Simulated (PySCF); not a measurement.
## Curvature of the energy in the electron number along the second row, charge -1

Calculated with PySCF 2.14, in aug-pcseg-2, non-relativistic: one orbital is emptied in steps, and each cell gives the departure of E from the straight line at half an electron, in eV (from a cubic fit). The exact functional gives zero.

```tsv
species	orbital	LDA	PBE	r2SCAN	PBE0
Li⁻	2s beta	-0.39	-0.37	-0.35	-0.26
C⁻	2p alpha	-0.98	-0.94	-0.84	-0.62
O⁻	2p beta	-1.19	-1.13	-1.00	-0.70
F⁻	2p beta	-1.45	-1.37	-1.18	-0.83
```

**Question.** How does the mean departure depend on the functional?

**Answer.** LDA -1.01 eV; PBE -0.95 eV; r2SCAN -0.84 eV; PBE0 -0.60 eV. Semilocal functionals are convex (delocalisation error), and exact exchange removes curvature roughly in proportion to its share, so among the functionals the range-separated hybrids usually come closest to zero.

At the full anion the orbital energy is positive in some cells, where the basis helps to hold the electron.
